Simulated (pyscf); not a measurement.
Structures and frequencies: ωB97X-D3(BJ)/def2-SVP in PySCF.

For the elementary gas-phase step HO–SiH₂–F + HO–SiH₃ -> F–SiH₂–O–SiH₃ + H₂O (singlet surface; H–O, O–Si broken, O–Si, H–O formed), what barrier and reaction energy does ωB97M-D3(BJ)/def2-TZVP give, measured from the separated reactants?

ΔE‡ = 0.95 eV, ΔE = -0.14 eV. Zero-point energy shifts the barrier by 0.00 eV. It is a four-centre exchange, with an imaginary mode of 739i cm⁻¹. On the reactant side the descent ends in a complex (not fully relaxed), 0.29 eV under the separated species and 1.20 eV under the saddle at ωB97X-D3(BJ)/def2-TZVP. One saddle was located; it need not be the lowest between these sides.
